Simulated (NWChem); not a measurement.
# formaldehyde (CH₂O); SMILES O=C

Computed with NWChem. Pople sets run with spherical d functions. Each level has its own optimisation; frequencies are unscaled.

| level | r C–O (Å) | r C–H (Å) | highest harmonic frequency (cm⁻¹) | lowest (cm⁻¹) | zero-point energy (kcal/mol) | dipole (D) |
|---|---|---|---|---|---|---|
| Hartree-Fock/STO-3G | 1.217 | 1.101 | 3646 | 1279 | 19.6 | 1.54 |
| Hartree-Fock/3-21G | 1.207 | 1.083 | 3233 | 1337 | 18.2 | 2.66 |
| Hartree-Fock/6-31G* | [?] | [?] | 3230 | 1336 | 18.3 | 2.66 |
| B3LYP/6-31G* | 1.206 | 1.111 | 2968 | 1198 | 16.8 | 2.18 |
| LDA (Slater exchange, VWN5)/def2-SVP | 1.199 | 1.135 | 2811 | 1143 | 16.1 | 1.98 |
| PBE/def2-SVP | 1.208 | 1.132 | 2821 | 1147 | 16.1 | 1.96 |
| BLYP/def2-SVP | 1.211 | 1.132 | 2797 | 1148 | 16.0 | 1.94 |
| PBE0/def2-SVP | 1.196 | 1.120 | 2968 | 1201 | 16.8 | 2.18 |

Q: Fill in the missing entries.

A: 
- Hartree-Fock/6-31G*, r C–O (Å): 1.184
- Hartree-Fock/6-31G*, r C–H (Å): 1.092
